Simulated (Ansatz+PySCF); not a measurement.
Values are calculated unless marked as measured or tabulated.
Input for PySCF 2.14.0:

```python
from pyscf import gto, scf

mol = gto.M(atom="""
S 0.000000 0.000000 -0.312050
H 0.000000 2.914580 2.496440
H 0.000000 -2.914580 2.496440
""", basis='cc-pvdz', charge=0, spin=0)
mf = scf.UHF(mol)
mf.init_guess = 'atom'
mf.kernel()
while True:  # follow internal instabilities
    mo, _, stable, _ = mf.stability(return_status=True)
    if stable: break
    mf.kernel(mf.make_rdm1(mo, mf.mo_occ))
print(mf.converged, mf.e_tot, mf.spin_square()[0])
```

The script is written out from the run's settings.

The run gave:

```json
{"Converged": "yes", "Total energy": "-398.47614 hartree", "Spin squared of the determinant": "2.018"}
```

This is not the lowest solution: another run reaches a determinant 0.53 eV lower. Caution: the unrestricted determinant is a mixture of spin states; the determinant breaks the point group.
